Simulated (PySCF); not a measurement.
Gas-phase reaction: 2 BHF₂ ⇌ 2 BF₂ + H₂, at 500 K and a standard pressure of 1 bar. Level: PBE0/def2-TZVP.

Method: PySCF energies plus ideal-gas RRHO corrections (1 bar). Open shells (unrestricted): BF₂ (multiplicity 2); the rest are closed-shell singlets. The harmonic model lacks anharmonicity and excited electronic states, which grow with temperature; levels with a mode under 35 cm⁻¹ are left out.

| species | E (Ha) | H(500 K) − E (kJ/mol) | S°(500 K) (J/mol/K) |
|---|---|---|---|
| BHF₂ | -225.12064 | 67.7 | 269.5 |
| BF₂ | -224.44583 | 38.0 | 268.5 |
| H₂ | -1.16823 | 40.9 | 145.5 |
E: electronic energy; H − E holds the zero-point and thermal terms. 1 Ha = 2625.5 kJ/mol.

### Question
Work out ΔH°, ΔS°, ΔG° and log10 K from these numbers.

### Answer
1. ΔE = 2×(-224.44583) + 1×(-1.16823) − 2×(-225.12064) = 0.18139 Ha = 476.2 kJ.
2. Δ(H − E) = 2×(38.0) + 1×(40.9) − 2×(67.7) = -18.5 kJ, so ΔH° = 457.7 kJ.
3. ΔS° = 2×(268.5) + 1×(145.5) − 2×(269.5) = 143.5 J/K; the number of gas molecules changes by +1.
4. ΔG° = ΔH° − TΔS° = 457.7 − 500×(143.5)/1000 = 385.9 kJ.
5. log10 K = −ΔG°/(RT ln 10) = -40.32, with RT ln 10 = 9.57 kJ/mol; at standard pressures the reactants are favoured.
6. A shift of 10 kJ in ΔE would move log10 K by 1.04 here.
For scale, ΔH°(298 K) is 454 kJ at this level, 485 kJ at ωB97M-V/def2-TZVP†, and runs from 396 to 600 kJ over the 20 levels computed († marks an energy on the PBE0/def2-TZVP geometry); the NASA 1993 table gives 288 kJ (entries not checked at source). After a fit of one offset per element over all species, the range-separated, M06-2X, PBE0/def2-QZVP and CCSD(T)/def2-TZVPP enthalpies, where run, lie to one side of the table for BF₂ (+92 kJ/mol): a fault of the table's entry, another state or a shared error of the levels is possible; this was not checked at source.
